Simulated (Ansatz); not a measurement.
bcc W was calculated with r²SCAN50 in Ansatz (plane waves, PAW).

Numerical settings: plane-wave cutoff 520 eV, 14×14×14 k mesh, Fermi–Dirac smearing 0.05 eV, no spin polarisation, scalar-relativistic PAW data made under PBE.

Computed at the level's own relaxed cell.

Task: Give the computed volume per atom, bulk modulus and lattice constant a.

Result: 
* **volume per atom**: 15.56 Å³/atom
* **bulk modulus**: 350 GPa
* **lattice constant a**: 3.146 Å

Measured, for comparison: equilibrium volume per atom 15.78 Å³/atom, lattice constant a 3.16 Å (static lattice: zero-point anharmonic expansion removed; as tabulated in Mejia-Rodriguez and Trickey (2018), arXiv:1807.09216); bulk modulus 312 GPa (zero-point energy and finite temperature contributions removed, our sources range from 300 to 328; as tabulated in doi:10.1021/acs.jctc.3c00612). Computed (rounded) less measured: equilibrium volume per atom -1.4 %, bulk modulus +12 % (+7 % to +17 % over the range), lattice constant a -0.4 %.

Spin–orbit coupling is not included.

The computed numbers hold no vibrational or temperature effects.

It cost very roughly 19 core-minutes of CPU time.

Ansatz is a program for electronic structure.
